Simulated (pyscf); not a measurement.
Structures and frequencies: ωB97X-D3(BJ)/def2-SVP in PySCF.

Task: PBE/def2-TZVP puts the barrier of `[CH3][SiH][CH3]` [doublet] + `[ClH]` -> `[CH3][Si]([CH3])[Cl]` [doublet] + `[H][H]` (four-centre exchange; doublet surface; H–Si, Cl–H broken, Cl–Si, H–H formed) at 18.2 kcal/mol and the reaction energy at -21.7 kcal/mol, from the separated reactants. What do PBE0-D3(BJ)/def2-TZVP, M06-2X/def2-TZVP, ωB97M-D3(BJ)/def2-TZVP give on the same structures?

Result: PBE0-D3(BJ): ΔE‡ = 21.4 kcal/mol, ΔE = -22.1 kcal/mol; M06-2X: ΔE‡ = 24.4 kcal/mol, ΔE = -24.0 kcal/mol; ωB97M-D3(BJ): ΔE‡ = 25.1 kcal/mol, ΔE = -21.8 kcal/mol. PBE's barrier lies under all of them, by 3.3 to 6.9 kcal/mol. Its reaction energy matches one of them and lies within 2.4 kcal/mol of the others. Low barriers are usual for a GGA, whose delocalisation error favours stretched bonds. This is the saddle that the search found; another between the same sides may lie lower.
